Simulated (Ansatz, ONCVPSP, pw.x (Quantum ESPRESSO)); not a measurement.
## pw.x on bcc W: one setting changed

Potential: optimised norm-conserving Vanderbilt (ONCV), ONCVPSP 4.0.1.1 (patched build), PBE; core [Kr] 4d10 4f14, reference 5s2 5p6 5d4 6s2; waves: 5s+6s: rc 1.85 bohr, ncon 4, nbas 8, qcut 5 1/bohr, 2 projectors; 5p: rc 1.90 bohr, ncon 4, nbas 8, qcut 7.5 1/bohr, 3 projectors, debl 3.2 Ha; 5d: rc 2.05 bohr, ncon 3, nbas 6, qcut 6 1/bohr, 1 projector; local part: polynomial inside 1.60 bohr (lpopt 5, dvloc0 -1 Ha); core correction: Teter function, parameters optimised by the program.

The reference run (k-mesh 14³, cutoffs 70/280 Ry, Fermi–Dirac 0.01 Ry, mixing_beta 0.4, conv_thr 1e-9, no spin) gives -2.95 GPa at 16.130 Å³/atom, where all-electron LAPW gives 0.30 GPa. This run, with its own iteration cap, changes k-mesh shift to 1.

```
&control
  calculation='scf', prefix='x', pseudo_dir='./', outdir='./tmp', tstress=.true., disk_io='none'
/
&system
  ibrav=0, nat=1, ntyp=1, ecutwfc=70, ecutrho=280, nbnd=15,
  occupations='smearing', smearing='fd', degauss=0.01
/
&electrons
  conv_thr=1e-09, mixing_beta=0.4, electron_maxstep=60
/
ATOMIC_SPECIES
W 1.0 W.UPF
CELL_PARAMETERS angstrom
  -1.59168867 1.59168867 1.59168867
  1.59168867 -1.59168867 1.59168867
  1.59168867 1.59168867 -1.59168867
ATOMIC_POSITIONS crystal
W 0.0000 0.0000 0.0000
K_POINTS automatic
14 14 14 1 1 1
```

```bash
pw.x < W.scf.in > W.scf.out
```

**Question.** How does the run end?

**Answer.** It converges in 8 iterations; the free energy moves by -6.3 meV/atom and the pressure by -0.10 GPa.

```
Message from routine setup:
     using ibrav=0 with symmetry is DISCOURAGED, use correct ibrav instead
     lattice parameter (alat)  =       5.2098  a.u.
     unit-cell volume          =     108.8506 (a.u.)^3
     number of electrons       =        14.00
     number of Kohn-Sham states=           15
     kinetic-energy cutoff     =      70.0000  Ry
     charge density cutoff     =     280.0000  Ry
     scf convergence threshold =      1.0E-09
     Exchange-correlation= PBE
     number of k points=   100  Fermi-Dirac smearing, width (Ry)=  0.0100
     iteration #  1     ecut=    70.00 Ry     beta= 0.40
     total energy              =    -150.49832440 Ry
     estimated scf accuracy    <       0.04037777 Ry
     iteration #  2     ecut=    70.00 Ry     beta= 0.40
     total energy              =    -150.49912837 Ry
     estimated scf accuracy    <       0.00638076 Ry
     iteration #  3     ecut=    70.00 Ry     beta= 0.40
     total energy              =    -150.49988991 Ry
     estimated scf accuracy    <       0.00043415 Ry
     iteration #  4     ecut=    70.00 Ry     beta= 0.40
     total energy              =    -150.49990901 Ry
     estimated scf accuracy    <       0.00000532 Ry
     iteration #  5     ecut=    70.00 Ry     beta= 0.40
     total energy              =    -150.49991014 Ry
     estimated scf accuracy    <       0.00000035 Ry
     iteration #  6     ecut=    70.00 Ry     beta= 0.40
     total energy              =    -150.49991019 Ry
     estimated scf accuracy    <          4.9E-09 Ry
     iteration #  7     ecut=    70.00 Ry     beta= 0.40
     total energy              =    -150.49991019 Ry
     estimated scf accuracy    <          1.5E-09 Ry
     iteration #  8     ecut=    70.00 Ry     beta= 0.40
     the Fermi energy is    21.8408 ev
!    total energy              =    -150.49991019 Ry
     estimated scf accuracy    <          2.3E-11 Ry
     smearing contrib. (-TS)   =      -0.00205911 Ry
     The total energy is F=E-TS. E is the sum of the following terms:
     one-electron contribution =     -18.29678655 Ry
     hartree contribution      =      17.08266745 Ry
     xc contribution           =     -30.71259090 Ry
     ewald contribution        =    -118.57114108 Ry
     convergence has been achieved in   8 iterations
          total   stress  (Ry/bohr**3)                   (kbar)     P=      -30.48
     Message from routine punch:
     Nothing written, as per user request (disk_io='none')
```

The run took about 17 s on one core of a shared host (Neoverse-V2, 192 threads, 742 GiB, load 30).
